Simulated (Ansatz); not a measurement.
C₅H₁₂O, SMILES `CCCCCO`. Charge 0, multiplicity 1. All single points use the PBE0-D4/def2-TZVP geometry. It is one conformer, not always the lowest.

```xyz
18

C    -1.172   -2.036   -0.535
C     0.219   -1.471   -0.772
C     0.616   -0.365    0.196
C    -0.237    0.889    0.094
C     0.264    2.027    0.964
O     1.568    2.458    0.628
H    -1.386   -2.862   -1.216
H    -1.271   -2.415    0.487
H    -1.949   -1.282   -0.683
H     0.952   -2.281   -0.700
H     0.289   -1.091   -1.799
H     1.661   -0.089    0.027
H     0.565   -0.747    1.224
H    -0.272    1.227   -0.952
H    -1.274    0.677    0.377
H    -0.444    2.867    0.926
H     0.324    1.702    2.006
H     1.548    2.793   -0.273
```

(1) What is the dipole moment at B3LYP/def2-TZVPP? (Estimate.)

(2) And with PBE, r2SCAN, ωB97M-V? (Best estimate.)

(3) Give the Mulliken charges with B3LYP, r2SCAN, PBE in def2-TZVPP. (An estimate is asked.)

Results:

(1) Computed: 1.54 D, with components (-1.14, -0.06, -1.03) D in this frame, pointing from negative to positive charge.

(2) Computed: PBE 1.46 D, r2SCAN 1.50 D, ωB97M-V 1.55 D.

(3) The calculation gave: 
```
atom  B3LYP  r2SCAN    PBE
  C1  -0.25   -0.15  -0.25
  C2  -0.09   -0.01  -0.09
  C3  -0.07    0.00  -0.06
  C4  -0.12   -0.06  -0.13
  C5   0.04    0.14   0.02
  O6  -0.35   -0.37  -0.31
  H7   0.08    0.04   0.08
  H8   0.07    0.04   0.07
  H9   0.07    0.04   0.07
 H10   0.06    0.02   0.06
 H11   0.04    0.01   0.04
 H12   0.07    0.03   0.06
 H13   0.04    0.01   0.04
 H14   0.04    0.01   0.04
 H15   0.05    0.02   0.05
 H16   0.07    0.03   0.07
 H17   0.06    0.02   0.06
 H18   0.17    0.19   0.18
```

B3LYP here is the variant with VWN-RPA as its local correlation; programs differ in this.
